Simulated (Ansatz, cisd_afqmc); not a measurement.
Species: CHCl$_{2}$, charge 0, doublet. CHCl2 (SMILES Cl[CH]Cl, doublet).
B3LYP-D3(BJ)/def2-TZVP minimum from Ansatz (an electronic-structure program):
```xyz
4

C      0.1584    -0.0036     0.6688
Cl    -0.0688     1.4728    -0.1507
Cl    -0.0358    -1.4714    -0.1744
H      0.8276    -0.0029     1.5147
```
Charge 0, spin multiplicity 2.

Total energies in cc-pV(D+d)Z, 19 correlated electrons, 11 frozen orbitals. Open shells are spin-unrestricted; no spin-orbit coupling. Cores are frozen in correlated methods. No relativity. AFQMC is phaseless with a CISD trial state; ± is one standard error, without the phaseless bias. Outlying blocks are dropped, and bars are widened where a walk drifts. Over all cases where full CI ran beside it in this data, AFQMC minus full CI had a median of +0.1 mEh and passed +0.4 mEh in a tenth of the cases.

```
method         program         energy (Eh)  minus CCSDT(Q) (mEh)
----------  ----------  ------------------  --------------------
HF              Ansatz          -957.40924                443.13
MP2             Ansatz          -957.80120                 51.17
CCSD            Ansatz          -957.83853                 13.84
CCSD(T)         Ansatz          -957.85047                  1.90
CCSDT(Q)        Ansatz          -957.85237                  0.00
AFQMC/CISD  cisd_afqmc  -957.8520 ± 0.0004             0.4 ± 0.4
```

Rough core times of Ansatz's runs on a shared machine: CCSD(T) under 20 s, CCSDT(Q) 7 min.
